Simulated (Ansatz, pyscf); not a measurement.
•H₂C–CH₃ + H• -> CH₃• + CH₃•, a substitution at C on the triplet surface: C–C broken, C–H formed. Optimised with ωB97X-D3(BJ)/def2-SVP in PySCF. Wave-function energies: Ansatz (an electronic-structure program), frozen core, RHF or UHF references. In kJ/mol, from the separated reactants.

Cost: rough CPU time of the saddle's run relative to CCSD(T)/cc-pV(D+d)Z, from one job on a shared machine, with the HF step and its search for lower states.

```
level                   barrier  reaction energy  cost
----------------------  -------  ---------------  ----
PBE0-D3(BJ)/def2-TZVP    199.83           -35.61     –
B3LYP-D3(BJ)/def2-TZVP   193.89           -54.37     –
CCSD(T)/cc-pV(D+d)Z      227.87           -44.44     1
CCSDT(Q)/cc-pV(D+d)Z     226.64           -44.40    63
CCSD(T)/cc-pV(T+d)Z      218.00           -50.96     9
CCSD(T)/cc-pV(Q+d)Z      215.77           -49.76     –
```

In cc-pV(D+d)Z, going from CCSD(T) to CCSDT(Q) shifts the barrier by -1.22 and the reaction energy by +0.03 kJ/mol. With HF in the quadruple-zeta basis and the correlation energy extrapolated as X⁻³ from X = 3, 4, CCSD(T) gives 214.44 and -48.48; adding the double-zeta shift gives ΔE‡ = 213.22 and ΔE = -48.45 kJ/mol, without core correlation, relativity or geometry relaxation at these levels. The same reactants have a lower exit, to CH₄ + CH₂ [triplet] (barrier +164.31 kJ/mol at ωB97M-D3(BJ)/def2-TZVP, against +210.00 kJ/mol here). •H₂C–CH₃ + H• also meet on a surface of lower spin, which isn't treated here. CH₃• + CH₃• also meet on a surface of lower spin, which isn't treated here. This is the saddle that the search found; another between the same sides may lie lower. The angle at the attacked C is 177°.
